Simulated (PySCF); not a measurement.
# LiS+: bond curves at several levels of theory

One table from this session's results is given with a row withheld; the runs are named, their logs left out.

Program: PySCF 2.14.0. Level of theory: Li def2-SVP, S def2-SVP, no relativity. These are calculated values, not measurements.

The first run:

A driver script around PySCF takes these settings:

```json
{
 "atoms": "Li, S",
 "charge": "1",
 "basis": "Li def2-SVP, S def2-SVP",
 "Hamiltonian": "no relativity",
 "basis functions": "27",
 "electrons treated": "18",
 "masses in u": "7.0160, 31.9721",
 "levels": "PBE0, PBE, r²SCAN, r²SCANh, M06-L, B2PLYP, LC-ωPBE, HF, MP2, SCS-MP2, CCSD, CCSD(T)",
 "grid": "80 radial by 434 angular points",
 "occupations": "held fixed by the projection of orbital angular momentum",
 "dissociation limit": "Li+ + S, each in its ground configuration",
 "starting distance in angstrom": "2.370",
 "values of 2S to try": "0, 2"
}
```

Launch:

```bash
$ OMP_NUM_THREADS=1 python dia.py task.json out
```

Among the steps run: Input; PBE0 along the bond; Higher solutions at PBE0; PBE (GGA); r²SCAN; r²SCANh; M06-L; B2PLYP (double hybrid); LC-ωPBE; UHF (mean field); MP2 and coupled cluster.

One table of the session follows, with a row left open; its other results are not shown here.

It belongs to the step «The curves together». Energy (eV) from each level's lowest point:

```
R (Å)    UHF  UHF-MP2  UHF-SCS-MP2  UHF-CCSD  UHF-CCSD(T)
2.163  0.253    0.246        0.248       n/a          n/a
2.264  0.118    0.115        0.116     0.114        0.115
2.364  0.042    0.040        0.041     0.040        0.040
2.440  0.012    0.012        0.012     0.012        0.012
2.515  0.000    0.000        0.000     0.000        0.000
2.591  0.001    0.001        0.001     0.001        0.001
2.691  0.017    0.018        0.017     0.018        0.018
2.817      ?        ?            ?         ?            ?
2.968  0.112    0.113        0.111     0.114        0.114
3.169  0.198    0.201        0.199       n/a          n/a
```

Q: Estimate the row for R (Å) = 2.817 from the others.

Worked estimate for «UHF». A straight line through the neighbours (2.691, 0.017) and (2.968, 0.112) gives 0.017 + (0.112 − 0.017) × (2.817 − 2.691) / (2.968 − 2.691) = 0.060; a parabola fitted to 4 rows on both sides gives 0.056.

**Answer.** UHF: 0.054; UHF-MP2: 0.055; UHF-SCS-MP2: 0.053; UHF-CCSD: 0.055; UHF-CCSD(T): 0.055. In «UHF» the line misses by +0.006 and the parabola by +0.002.
